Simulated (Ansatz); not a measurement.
Reaction (SMILES): P (PH3) → 3 H atom + P atom
B3LYP-D3(BJ)/def2-TZVP geometries, fixed; electronic energies without zero-point terms.
Largest species:
```xyz
4

P      0.0029     0.0016     0.1282
H     -0.0038     1.1839    -0.6561
H      1.0120    -0.6137    -0.6568
H     -1.0521    -0.5944    -0.6098
```

Basis-set convergence of the atomisation energy at CCSD(T) with Ansatz (a first-principles code). Cartesian d functions, on some or all atoms, in 6-31G*, 6-31+G*, 6-311G**, 6-311+G**; all else is spherical. Cores are frozen. Open shells are unrestricted. No added dispersion term, no relativity. Functions are those of the species that has most. Reference: Hartree-Fock in aug-cc-pV(Q+d)Z plus the correlation part extrapolated as X^-3 from aug-cc-pV(T+d)Z and aug-cc-pV(Q+d)Z, 242.19 kcal/mol, itself unsure by roughly 0.90 kcal/mol (a third of the extrapolation step and of the last Hartree-Fock step). Deviations are taken from unrounded values.

| basis | functions | atomisation energy (kcal/mol) |
|---|---|---|
| 6-31G* | 25 | 202.16 |
| 6-31+G* | 29 | 202.68 |
| def2-SVP | 33 | 221.97 |
| def2-SVPD | 48 | 225.28 |
| pcseg-1 | 33 | 219.81 |
| aug-pcseg-1 | 54 | 222.13 |
| cc-pV(D+d)Z | 38 | 221.41 |
| aug-cc-pV(D+d)Z | 59 | 224.32 |
| 6-311G** | 45 | 225.26 |
| 6-311+G** | 49 | 224.79 |
| def2-TZVP | 55 | 229.33 |
| def2-TZVPD | 70 | 230.50 |
| pcseg-2 | 76 | 236.47 |
| aug-pcseg-2 | 119 | 236.48 |
| cc-pV(T+d)Z | 81 | 234.81 |
| aug-cc-pV(T+d)Z | 124 | 236.42 |
| def2-TZVPP | 84 | 235.41 |
| def2-TZVPPD | 99 | 235.80 |
| cc-pV(Q+d)Z | 154 | 239.37 |
| aug-cc-pV(Q+d)Z | 227 | 239.96 |
| def2-QZVPP | 160 | 239.36 |
| def2-QZVPPD | 175 | 239.45 |
| pcseg-3 | 163 | 239.15 |
| aug-pcseg-3 | 236 | 239.28 |

What the diffuse functions change, pair by pair:
- 6-31G* to 6-31+G*: 4 more functions, deviation -40.02 to -39.51 kcal/mol
- def2-SVP to def2-SVPD: 15 more functions, deviation -20.22 to -16.91 kcal/mol
- pcseg-1 to aug-pcseg-1: 21 more functions, deviation -22.38 to -20.06 kcal/mol
- cc-pV(D+d)Z to aug-cc-pV(D+d)Z: 21 more functions, deviation -20.78 to -17.87 kcal/mol
- 6-311G** to 6-311+G**: 4 more functions, deviation -16.93 to -17.40 kcal/mol
- def2-TZVP to def2-TZVPD: 15 more functions, deviation -12.86 to -11.69 kcal/mol
- pcseg-2 to aug-pcseg-2: 43 more functions, deviation -5.72 to -5.70 kcal/mol
- cc-pV(T+d)Z to aug-cc-pV(T+d)Z: 43 more functions, deviation -7.38 to -5.76 kcal/mol
- def2-TZVPP to def2-TZVPPD: 15 more functions, deviation -6.78 to -6.39 kcal/mol
- cc-pV(Q+d)Z to aug-cc-pV(Q+d)Z: 73 more functions, deviation -2.82 to -2.23 kcal/mol
- def2-QZVPP to def2-QZVPPD: 15 more functions, deviation -2.83 to -2.74 kcal/mol
- pcseg-3 to aug-pcseg-3: 73 more functions, deviation -3.03 to -2.90 kcal/mol

Leaving out the reference's own pair, they bring the value nearer the reference by more than 0.90 kcal/mol in 5 of 11 pairs.
